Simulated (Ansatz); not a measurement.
Input file:

```yaml
crystal:
  periodic: [false, false, false]
  atoms:
    - {symbol: P, position_ang: [0.108964, 0.742075, 1.622246]}
    - {symbol: Ge, position_ang: [-0.055910, 0.166276, -1.002174]}
    - {symbol: Si, position_ang: [0.020710, -1.308658, 0.780833]}
    - {symbol: H, position_ang: [0.103819, 1.677846, 0.615875]}
basis:
  gaussian: {orbitals: 6-31G, point_charges: [{charge: -0.50, position_ang: [3.606, -0.299, 0.277]}]}
magnetization: {spin_polarized: false, initial_magnetization: 2}
correlation: {active_space: {ras: {orbitals: [6, 2, 25], electrons: 14, max_holes: 2, max_particles: 2}, fixed_orbitals: true}}
```

```sh
$ ansatz run in.yaml --threads 1 --pin off --events-out ev --progress --plain --max-ram 2393MiB
```

(1) Roughly how long does this take on 1 thread of Arm Neoverse V2, shared host, and how much host memory?

```
562 factors; integrals over basis functions are off by at most 2.7e-4 eV
mean field evaluation 1: about -73607.3651 eV, gradient 1.3e1 eV
mean field evaluation 2: about -73607.4530 eV, gradient 1.3e1 eV
mean field evaluation 4: about -73608.5749 eV, gradient 1.9e0 eV
mean field evaluation 8: about -73608.6526 eV, gradient 6.2e-1 eV
mean field evaluation 16: about -73608.7325 eV, gradient 1.2e-3 eV
mean field evaluation 32: about -73608.6197 eV, gradient 2.2e-2 eV
mean field evaluation 64: about -73606.5903 eV, gradient 3.5e0 eV
mean field evaluation 96: about -73608.7321 eV, gradient 1.7e-1 eV
mean field evaluation 128: about -73608.6779 eV, gradient 5.0e-1 eV
mean field -73608.73248486 eV, -2705.0710250277 hartree, gradient 2.5e-6 eV, S^2 2.000000; 12 other end points of the search recorded, 0 dependent functions left out
reference -73608.73248486 eV, -2705.0710250277 hartree; 32, 30 occupied and 25, 27 virtual orbitals, 562 factors
state -73613.12654031 eV, -2705.2325035870 hartree
Total energy: -73613.12654031 eV, -2705.2325035870 hartree
```

Natural occupations: 1.9886 1.9782 1.9724 1.9545 1.9481 1.9437 1.0018 1.0008 0.0556 0.0402 0.0294 0.0222 0.0206 0.0078 0.0058 0.0051 0.0043 0.0037 0.0034 0.0033 0.0028 0.0018 0.0017 0.0013.

## Answers

(1) 7 s wall and 0.13 GiB.
